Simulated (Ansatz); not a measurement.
Antiferromagnetic bcc Cr, treated with rVV10 in Ansatz (PAW).

The input as run:

Ansatz 0.2 input:
```yaml
crystal:
  lattice:
    - [2.851370662, 0.0, 0.0]
    - [0.0, 2.851370662, 0.0]
    - [0.0, 0.0, 2.851370662]
  atoms:
    - { symbol: Cr, position: [0.0, 0.0, 0.0], spin: 1.5 }
    - { symbol: Cr, position: [0.5, 0.5, 0.5], spin: -1.5 }
basis:
  ecutwfc: 520
  ecutrho_ratio: 4
  xc_grid: 2
kpoints:
  mp_grid: { grid: [20, 20, 20] }
hamiltonian:
  xc: { exchange: rpw86, correlation: pbe }
  dispersion: rvv10
  pseudopotentials: { kind: paw }
scf:
  occupations: { method: fermi_dirac, width: 0.05 }
  convergence: { dr2_threshold: 0.0000000002 }
output:
  forces: true
  stress: true
  eigenvalues: true
magnetization:
  spin_polarized: true
```

**Question.** How many irreducible k-points, plane waves at Γ does the program set up, and what pressure does the run end with?

**Answer.** 286 irreducible k-points, 619 plane waves at Γ; P = 4.35 GPa, so the cell is compressed on average and its volume would grow at this level.

Output (set-up and result lines):

```
Crystal: 2 atoms, lattice volume = 23.183 Å³
Basis set: ecut = 520 eV, 619 PW (Γ), exchange–correlation on 48×48×48 points (8 copies of the dense FFT grid, shifted against one another)
Bands: 20, of which v1, the nominal top of the filled ones, is band 14 counted from 1 (13 counted from 0)
Symmetry: 48 space group operations
Space group: Pm-3m (ITA 221), of the structure as read, at distance tolerance 2.9e-5 Å
k-points: 286 of 8000
Initial density: superposition of atomic densities (chi_scale 0.1, normalization cell)
Functional: x = rpw86, c = pbe(β = 0.06672455060314922) + rvv10(b = 6.3, C = 0.0093)
SCF 1 converged in 12 iterations: F = -6797.802363 eV  dr2 = 2.31e-13
SCF converged after 12 iterations
Magnetization: 0.0000 μB (14.0000 up, 14.0000 down)
Free energy (F): -6797.802363 eV
Internal energy: -6797.793471 eV  (E = F + TS)
E sigma→0 (E₀):  -6797.797917 eV
Fermi energy:    19.424943 eV
--- Forces (eV/Å), atoms counted from 1 ---
  atom   1  Cr    -0.00000000     0.00000000    -0.00000000
  atom   2  Cr     0.00000000    -0.00000000    -0.00000000
--- Stress (GPa, compression-positive) ---
        4.345612       0.000000       0.000000
       -0.000000       4.345612       0.000000
        0.000000       0.000000       4.345612
  P = ⅓ Tr σ = 4.3456 GPa (43.456 kbar)
```

The cell is one volume of an energy–volume scan, off the minimum.

The PAW data were made under PBE.

The run is spin-polarised with opposed starting moments, which need not be the measured order.

Note: the commensurate order stands in for chromium's spin-density wave, and the size of the moments varies much between levels.

Cost on a shared machine: about 24 core-seconds (a rough figure).

Ansatz is a program for electronic structure.
